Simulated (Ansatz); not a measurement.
# A cut through the energy surface

SiHClO (SMILES O[Si]Cl), singlet, at its PBE0-D4/def2-TZVP minimum:

```xyz
4
angstrom
O -0.9118 0.4502 -0.3087
Si -0.4342 -0.7897 0.6470
Cl 1.6623 -0.7010 0.4214
H -0.2608 0.9804 -0.7800
```

The bond length O1–Si2 (1.637 Å at the minimum) is set to the values below, the two halves moving rigidly along the bond. Each method's energies count from its own value at the PBE0-D4 minimum structure. Program: Ansatz 0.2.0. Basis: def2-TZVPP. Cores are frozen in the correlated methods. B3LYP uses VWN-RPA correlation.

| bond length (Å) | CCSD(T) (eV) | HF (eV) | wB97M-V (eV) | PBE0-D4 (eV) |
| --- | --- | --- | --- | --- |
| 1.473 | 0.619 | 0.478 | 0.601 | 0.580 |
| 1.506 | 0.374 | 0.262 | 0.362 | 0.345 |
| 1.554 | 0.141 | 0.071 | 0.135 | 0.126 |
| 1.610 | ? | -0.007 | 0.015 | 0.012 |
| 1.672 | 0.014 | 0.043 | 0.015 | 0.018 |
| 1.740 | ? | 0.213 | 0.131 | 0.139 |
| 1.811 | 0.338 | 0.477 | 0.338 | 0.350 |
| 1.886 | ? | 0.814 | 0.618 | 0.631 |
| 1.964 | 0.954 | 1.199 | 0.949 | 0.960 |

(1) Fill in the withheld CCSD(T) values. (To be estimated.)

(1) Computed: 0.016 eV at 1.610 Å; 0.129 eV at 1.740 Å; 0.621 eV at 1.886 Å. These count from the CCSD(T) energy at the PBE0-D4 minimum.

Minimum and curvature along this coordinate at CCSD(T): A fifth-order fit through the nearest points gives 1.641 Å, with a curvature of about 32 eV/Å².

Problem. Treat the two halves as rigid bodies and work out the harmonic wavenumber of this stretch from that curvature (ν̃ = 521.5 √(k/μ) cm⁻¹ with k in eV/Å² and μ in u).

Solution. The halves weigh 17.01 and 63.54 u, so μ = 17.01 × 63.54/80.55 = 13.418 u and ν̃ = 521.5 √(32/13.418) ≈ 810 cm⁻¹. A true normal mode mixes in other motions, so this is a guide only.

Largest difference from the CCSD(T) curve over the scan: PBE-D4 0.193; r2SCAN-D4 0.036; B3LYP-D4 0.072; MP2 0.004 eV. Each curve counts from its own value at the minimum.

The T1 diagnostic stays at or below 0.019.

For scale, one of the runs: CCSD(T)/def2-TZVPP, 129 basis functions (an equivalent command: `ansatz run in.yaml --threads 2`). The run took about 20 s on 2 CPU threads (shared host).
